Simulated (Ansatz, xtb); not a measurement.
# Relative energy of two isomers of CHB2+

Structure a is the triplet with the links of `B#C[BH+]` and structure b is `B1=C[B+]1`, a singlet. Both are isolated ions in the gas phase, relaxed with B3LYP/6-31G*.

a (Å):

```xyz
4

C     0.0000    0.0000   -0.6457
B     0.0000    0.0000   -2.0595
B     0.0000    0.0000    0.7671
H     0.0000    0.0000    1.9381
```

b (Å):

| atom | x (Å) | y (Å) | z (Å) |
| --- | --- | --- | --- |
| C | -0.4185 | 0.3815 | -0.2153 |
| B | -0.2758 | -0.0117 | 1.1786 |
| B | -1.4447 | -0.4858 | 0.3438 |
| H | -0.0318 | 0.9331 | -1.0702 |

Task: Estimate which is lower in electronic energy at CCSD(T)/def2-TZVPP, and by roughly how much.

Result: The CCSD(T)/def2-TZVPP calculation puts structure b lower, by 7.2 kcal/mol.

Level by level:

```tsv
level	geometry	E(b) − E(a) (kcal/mol)	departure from the last row (kcal/mol)	job, with rough time for the two
B3LYP/6-31G*	B3LYP/6-31G*	+3.8	+10.9	optimisation, 73 s
HF/def2-TZVPP	B3LYP/6-31G*	+43.2	+50.3	part of the CCSD(T) run
MP2/def2-TZVPP	B3LYP/6-31G*	−7.5	−0.4	part of the CCSD(T) run
CCSD(T)/def2-TZVPP	B3LYP/6-31G*	−7.2		single point, 12 s
```

As drawn, b has 1 B–B, 1 C=B, 1 C–H in place of 1 C≡B, 1 B–H. Structure a has no ring, b a 3-membered ring.

B3LYP/6-31G*, HF/def2-TZVPP put the two in the other order. The largest departure from CCSD(T)/def2-TZVPP is that of HF/def2-TZVPP, 50.3 kcal/mol. Levels run at GFN2-xTB geometries aren't shown. The triplet state of a needn't be its ground state.

With harmonic frequencies from B3LYP/6-31G* (ideal gas, rigid rotor, one conformer each, 400 K, 1 atm): the zero-point term adds +1.0 kcal/mol; ΔH is −6.7 and ΔG −5.8 kcal/mol.

The T1 diagnostic of structure b is large, so the coupled-cluster value is less sure. Open shells are spin-unrestricted. The correlated steps freeze 3 core orbitals. ΔG holds the spin degeneracy. Run with Ansatz 0.2.0; the last row on 1 thread of Arm Neoverse V1 on a shared host.
